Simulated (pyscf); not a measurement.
H₃C–CH₃ + •H₂C–Br -> H₃C–CH₂–Br + CH₃•, a substitution at C (doublet surface; C–C broken, C–C formed). Optimised with ωB97X-D3(BJ)/def2-SVP in PySCF. Energies in kcal/mol from the separated reactants.

Small-basis levels: PySCF, no dispersion term, spherical d functions. Open shells are spin-unrestricted. 

Problem. Quick MP2/6-31G*+LANL2DZ single points give ΔE‡ = 55.4 kcal/mol and ΔE = -2.1 kcal/mol. What does ωB97M-D3(BJ)/def2-TZVP give, and how far is the quick result from it?

Solution. ωB97M-D3(BJ)/def2-TZVP gives ΔE‡ = 49.9 kcal/mol and ΔE = +1.1 kcal/mol. MP2/6-31G*+LANL2DZ lies 5.5 kcal/mol over it in the barrier and 3.2 kcal/mol under it in the reaction energy, so on this step it does not hold to within 3.0 kcal/mol. ωB97M-D3(BJ)/def2-TZVP has limits of its own. This is the saddle that the search found; another between the same sides may lie lower. The angle at the attacked C is 179°. In the def2 sets elements up to Kr have no core potential.
